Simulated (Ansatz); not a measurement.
The input, for Ansatz 0.2.0:

```yaml
crystal:
  periodic: [false, false, false]
  atoms:
    - {symbol: Al, position_ang: [0.000000, -0.043761, 0.837854]}
    - {symbol: N, position_ang: [0.000000, 0.142212, -1.478693]}
    - {symbol: H, position_ang: [0.000000, -0.804786, -1.880060]}
basis:
  gaussian: {orbitals: 6-31G}
magnetization: {spin_polarized: true, initial_magnetization: 3}
correlation: {method: ccsdtq, electrons: outside_noble_gas}
```

```sh
$ ansatz run in.yaml --threads 2 --pin off --events-out ev --progress --plain --max-ram 15360MiB --backend cuda --devices 0, --max-vram 18GiB
```

Output:

```
514 factors; integrals over basis functions are off by at most 9.6e-8 eV
mean field evaluation 1: about -8075.3445 eV, gradient 7.9e0 eV
mean field evaluation 2: about -8075.3842 eV, gradient 7.9e0 eV
mean field evaluation 4: about -8076.0668 eV, gradient 1.3e0 eV
mean field evaluation 8: about -8076.1051 eV, gradient 1.0e-1 eV
mean field evaluation 16: about -8075.3445 eV, gradient 7.9e0 eV
mean field evaluation 32: about -8076.1061 eV, gradient 9.0e-4 eV
mean field evaluation 64: about -8073.3708 eV, gradient 3.6e-3 eV
mean field evaluation 96: about -8076.1059 eV, gradient 4.3e-2 eV
mean field evaluation 128: about -8075.0553 eV, gradient 4.0e0 eV
mean field evaluation 160: about -8076.1061 eV, gradient 3.3e-6 eV
...
cycle  16  -3.02479899 eV  change    4.8e-7 eV  update   3.6e-5
cycle  17  -3.02478881 eV  change    1.0e-5 eV  update   2.3e-5
cycle  18  -3.02478633 eV  change    2.5e-6 eV  update   1.5e-5
cycle  19  -3.02479106 eV  change   -4.7e-6 eV  update   9.4e-6
cycle  20  -3.02479698 eV  change   -5.9e-6 eV  update   7.6e-6
cycle  21  -3.02480011 eV  change   -3.1e-6 eV  update   5.9e-6
cycle  22  -3.02479958 eV  change    5.4e-7 eV  update   3.2e-6
cycle  23  -3.02479771 eV  change    1.9e-6 eV  update   2.1e-6
cycle  24  -3.02479677 eV  change    9.4e-7 eV  update   1.2e-6
cycle  25  -3.02479647 eV  change    3.0e-7 eV  update   8.4e-7
Total energy: -8079.13086925 eV, -296.9025832133 hartree
```

For the same geometry and basis full CI lies 0.7 meV higher.

Ran on 2 threads of AMD EPYC 7R13 with a shared H100 80 GB, shared host: 17 s wall, 0.85 GiB peak host memory.
